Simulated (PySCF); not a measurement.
# Löwdin shares of the frontier orbitals

Compound: methyl thiocyanate, C2H3NS.
Structure used (PBE0-D3(BJ)/def2-SVP), in Å, numbered top down from 1:
```
atom  x, y, z in Å
C1    -0.9717    0.0024    0.1026
S2     0.4128   -1.1638    0.2519
C3     1.7114   -0.0872    0.1813
N4     2.6290    0.6257    0.1364
H5    -0.9381    0.5252   -0.8616
H6    -1.8757   -0.6195    0.1536
H7    -0.9695    0.7172    0.9353
```

Level of theory: TDDFT PBE0/def2-SVPD, vertical, gas phase, core orbitals frozen in the response in PySCF 2.14.0, density-fitted response routines.

Frontier orbitals with the atoms that hold most of them (Löwdin shares over 4%, at most four atoms; ? is withheld):

```json
{"orbital": "LUMO+2", "ε (eV)": "0.59", "atoms": "N4 35%, C3 30%, S2 25%, C1 6%"}
{"orbital": "LUMO+1", "ε (eV)": "0.24", "atoms": "S2 42%, C3 22%, C1 18%, N4 7%"}
{"orbital": "LUMO", "ε (eV)": "-0.91", "atoms": "S2 35%, N4 21%, C3 20%, C1 16%"}
{"orbital": "HOMO", "ε (eV)": "?", "atoms": "?"}
{"orbital": "HOMO-1", "ε (eV)": "-9.62", "atoms": "?"}
{"orbital": "HOMO-2", "ε (eV)": "-10.46", "atoms": "N4 72%, C3 17%, S2 7%"}
{"orbital": "HOMO-3", "ε (eV)": "-10.75", "atoms": "C3 39%, N4 35%, S2 16%, C1 6%"}
```

Give the leading atoms of the HOMO.

S2 (bonded to 2 C) 54%; N4 (bonded to C) 19%; C3 (bonded to N and S) 15%; C1 (bonded to S and 3 H) 8%. By element: sulfur 54%, carbon 23%, nitrogen 19%.

Give the leading atoms of the HOMO-1.

N4 (bonded to C) 38%; C3 (bonded to N and S) 30%; S2 (bonded to 2 C) 21%; C1 (bonded to S and 3 H) 9%. By element: carbon 39%, nitrogen 38%, sulfur 21%.

What is the HOMO energy, and the HOMO–LUMO gap?

ε(HOMO) = -7.72 eV; the gap is 6.81 eV (0.2504 hartree).

The HOMO–LUMO gap is 6.81 eV. Where does the response calculation put the lowest singlet, and from which orbitals?

S1 is at 5.06 eV (f = 0.0001), 1.75 eV below the gap, made of HOMO→LUMO (97%). Without the coupling terms of the response equations the lowest excitation would equal the gap.

Give energy, strength and leading configuration of S1, S2 and S8, and follow the Löwdin shares of the leading atoms from the occupied to the empty orbital.

- S1 (5.06 eV, f 0.0001), HOMO→LUMO (97%): S2 54% → 35%, N4 19% → 21%
- S2 (6.50 eV, f 0.0024), HOMO→LUMO+1 (94%): S2 54% → 42%, N4 19% → 7%, C3 15% → 22%
- S8 (8.04 eV, f 0.042), HOMO-2→LUMO (77%): N4 72% → 21%, C3 17% → 20%, S2 7% → 35%

Löwdin shares depend on the basis, the more so with diffuse functions.
